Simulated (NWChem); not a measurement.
## Correlation energy of OS

```xyz
2

O      0.0000     0.0000     1.0012
S      0.0000     0.0000    -0.5006
```
Charge 0, spin multiplicity 3.

The numbers come from NWChem runs, not from measurements. The geometry was optimised at UPBE0/def2-SVP, a minimum by its harmonic frequencies.

Basis set: cc-pVTZ. Each correlation energy counts from its own Hartree-Fock reference.

The correlated methods keep 6 core orbitals frozen. The structure started from a generated list of species. The unpaired electrons of the parent sit in orbitals of symmetry b1 and b2 (C2v labels of the run); other states weren't searched. No SCF solution was tested for a lower state. Open-shell Hartree-Fock references start from PBE0 orbitals. No row is a measurement; the coupled-cluster row has its own basis-set and correlation limits.

### Question
One of these methods gave a correlation energy of -377.1 mHa. Which?
(A) URI-MP2
(B) CCSD[T] on ROHF
(C) CCSD on UHF
(D) CCSD on ROHF

### Answer
A, URI-MP2. The others give -389.6 (CCSD on UHF), -406.0 (CCSD on ROHF), -428.0 (CCSD[T] on ROHF).
